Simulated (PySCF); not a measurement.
**Electric field gradients and quadrupole coupling constants**

Species: Si(SH)2H2.
Z-matrix (Å and degrees, PBE0-D3(BJ)/def2-SVP geometry), rows numbered from 1:
```
Si
S   1  2.1432
H   2  1.3516  1   94.57
S   1  2.1423  2  113.42  3    55.89
H   4  1.3515  1   94.70  2    56.45
H   1  1.4895  2  112.97  3   -61.50
H   1  1.4895  2  103.60  3   178.70
```

Field gradients from the PBE0/pcSseg-1 density (PySCF, non-relativistic), principal values in atomic units, ordered |Vxx| ≤ |Vyy| ≤ |Vzz|:

| atom | Vxx | Vyy | Vzz |
| --- | --- | --- | --- |
| S2 | 0.2801 | 1.8400 | -2.1201 |
| S4 | 0.2770 | 1.8407 | -2.1177 |

**Question.** Find the asymmetry η = (Vxx − Vyy)/Vzz and the couplings χ = eQV/h (234.96 MHz × Q in barn × V in au), with Q(33S) = −0.0678 b.

**Answer.** 
```csv
atom,environment,nucleus,η,χzz (MHz),χxx (MHz),χyy (MHz)
S2,sulfur bonded to Si and H,33S,0.74,33.77,-4.46,-29.31
S4,sulfur bonded to Si and H,33S,0.74,33.74,-4.41,-29.32
```

The tensor is traceless: Vxx + Vyy + Vzz = 0.

**Question.** What is Vzz at S2 in SI units (1 au = 9.71736 × 10²¹ V/m²)?

**Answer.** -2.1201 au = -20.602 × 10²¹ V/m².

**Question.** What couplings would deuterons (Q(2H) = 0.00286 b) have in place of the hydrogens, at this geometry?

**Answer.** 
```
atom  bonded to  bond length (Å)  Vzz (au)     η  χzz (kHz)
  H3         S2            1.352    0.2217  0.14        149
  H5         S4            1.352    0.2218  0.14        149
  H6        Si1            1.490    0.1397  0.02         94
  H7        Si1            1.489    0.1397  0.02         94
```

The structure is a single PBE0-D3(BJ)/def2-SVP conformer in the gas phase; no vibrational or solvent corrections. With so small a basis the couplings can be 20 % off.
